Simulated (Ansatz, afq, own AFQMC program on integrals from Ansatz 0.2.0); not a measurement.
# GeH4, singlet: energetics from AFQMC and coupled cluster

```
atom    x (Å)    y (Å)    z (Å)
  Ge   0.0001   0.0001   0.0000
   H   1.1502  -0.7577   0.6818
   H  -1.2410  -0.0300   0.9058
   H  -0.3298  -0.6703  -1.3430
   H   0.4206   1.4580  -0.2445
```

Geometry: a PBE0/def2-SVP stationary point, not shown to be a minimum. Basis def2-TZVP. Noble-gas cores (and the filled d shells of Ga–Kr and In–Xe) are frozen. Ansatz 0.2.0 and our own AFQMC program on the same integrals; the CISD trial comes from CCSD amplitudes, and released means the phaseless constraint is let go. Uncertainties: one standard error, sampling alone. No spin–orbit coupling.

Best estimates are CCSD(T) at the basis-set limit (def2-TZVPP/QZVPP) plus the step from CCSD(T) to the highest rung at hand in def2-TZVP, named in the table (released AFQMC can keep some 10 meV of bias). Fragments are relaxed and keep their bonds. No zero-point, core-correlation or spin–orbit terms, no scalar relativity below Rb. Other levels are in def2-TZVP; a dash marks a level that is missing or breaks spin symmetry for a member.

Cautions: inner d shell frozen; no relativity below Rb; no spin-orbit coupling.

| process | wB97M-V (kJ/mol) |
| --- | --- |
| Ge1–H2 → GeH3 (doublet; GeH3) + H (doublet) | 373 |
| to free atoms | 1229 |

(1) From these values, estimate the best estimates.

(1) 
```
                                    process  best estimate (kJ/mol)  highest rung
Ge1–H2 → GeH3 (doublet; GeH3) + H (doublet)                     373      CCSDT(Q)
                              to free atoms                    1237      CCSDT(Q)
```

Errors against the best estimates in kJ/mol, in the same order:

| level | error, 1 | error, 2 |
| --- | --- | --- |
| MP2 | -23 | -92 |
| CCSD(T) | -11 | -49 |
| ph-AFQMC/CISD | -11 ± 0.2 | -48 ± 0.2 |
| CCSD(T)/CBS | 0 | 0 |
| PBE | -14 | -37 |
| r2SCAN | -10 | -3 |
| PBE0 | -12 | -32 |
| B3LYP | -3 | -9 |
| wB97M-V | -1 | -8 |
| B2PLYP | -7 | -29 |

Cost at the first geometry (cards were shared with other jobs): PBE0/def2-TZVP, 1.1 s on 1 thread of AMD EPYC 7R13 Processor (Zen 3), with other jobs on the host; RCCSD(T)/def2-TZVP, 2 s on 1 × NVIDIA H100 80GB HBM3 with 1 thread of AMD EPYC 7R13 Processor (Zen 3), on a shared host; CCSD(T)/def2-QZVPP, 2.1 s on 1 × NVIDIA H100 80GB HBM3 with 1 thread of AMD EPYC 7R13 Processor (Zen 3), on a shared host; CCSDT(Q), 2.2 s on 1 × NVIDIA H100 80GB HBM3 with 1 thread of AMD EPYC 7R13 Processor (Zen 3), with other jobs on the host; ph-AFQMC/CISD with release, 29 s on 1 × NVIDIA H100 80GB HBM3 with 2 threads of AMD EPYC 7R13 Processor (Zen 3), with other jobs on the host.

Best estimates are given only where the step beyond CCSD(T) is under 0.3 eV and no member's determinant is very poor (T1 over 0.05, or 0.07 for open shells, ⟨S²⟩ too high by 0.3, two states mixed), so the hardest cases are missing from such tables.

The functionals ran in a triple-zeta set and keep a basis error of their own, a few kJ/mol for each bond in atomization energies and more for double hybrids, so close places among them and the extrapolated levels can swap.

CCSDT and higher add their correlation energy to the determinant of the CCSD(T) run, since their own runs factorise the integrals more tightly (a shift of under 2 meV). Each member of a difference takes its own highest rung, so a best estimate needn't equal the limit plus the step of one row.
